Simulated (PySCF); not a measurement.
Species: C4H3F.
Structure used (PBE0-D3(BJ)/def2-SVP), in Å, numbered top down from 1:
```
atom  x, y, z in Å
C1     1.4139   -0.2499    0.3945
C2     0.1514   -0.0336    0.0334
C3    -1.1256    0.6911    0.1730
C4    -1.0215   -0.2557   -0.7315
F5    -1.6051   -0.9274   -1.6760
H6     2.0083   -1.0175   -0.1029
H7     1.8752    0.3349    1.1916
H8    -1.6873    1.4620    0.6938
```

Theory: TDDFT PBE0/def2-SVPD, vertical, gas phase, core orbitals frozen in the response in PySCF.

Transition dipole moments from the ground state, in atomic units and in the frame of the coordinates above (overall signs are arbitrary), for the states with f of 0.002 or more among the lowest 7:

```
state  E (eV)      μx      μy      μz
   S1   4.796   0.406  -0.317  -0.132
   S4   6.700   0.135   0.289  -0.289
   S6   7.299  -1.552   0.313  -0.407
   S7   7.369   0.090   0.126  -0.123
```

What oscillator strength does each state have?

f = (2/3) ΔE |μ|² with ΔE in hartree (27.2114 eV).

| state | \|μ\|² (au) | \|μ\| (D) | f |
| --- | --- | --- | --- |
| S1 | 0.283 | 1.35 | 0.033 |
| S4 | 0.185 | 1.09 | 0.030 |
| S6 | 2.674 | 4.16 | 0.478 |
| S7 | 0.039 | 0.50 | 0.007 |

What is the point group, and which symmetry does each of these states have?

Cs. From a totally symmetric ground state, an allowed state transforms like the component of the dipole operator along its μ. Polarised normal to the mirror plane, so A″: S4 and S7. Polarised in the mirror plane, so A′: S1 and S6.

Which bond between heavy atoms lies closest to the direction of the S6 transition dipole?

C1–C2, at 2° from it; next C2–C3 and C2–C4 at 27°.

What angle do the transition dipoles of S1 and S6 make?

|cos θ| = |μa·μb| / (|μa| |μb|) = 0.78, so θ ≈ 39° (taken between 0 and 90°, since the signs are arbitrary).

How is the summed strength of these states shared among x, y and z?

(2/3) Σ ΔE μα² gives 0.455 for x, 0.046 for y and 0.048 for z, 0.549 in all.

What peak molar absorption coefficient would the strongest computed level give as a lone Gaussian band 0.4 eV wide at half height?

ε(max) = 2.175×10⁸ f / FWHM, with the width in cm⁻¹. S6: 2.175×10⁸ × 0.4782 / 3226 ≈ 32000 L mol⁻¹ cm⁻¹.

The vertical ionisation energy (ΔSCF) is 8.46 eV, 1.09 eV above S7.
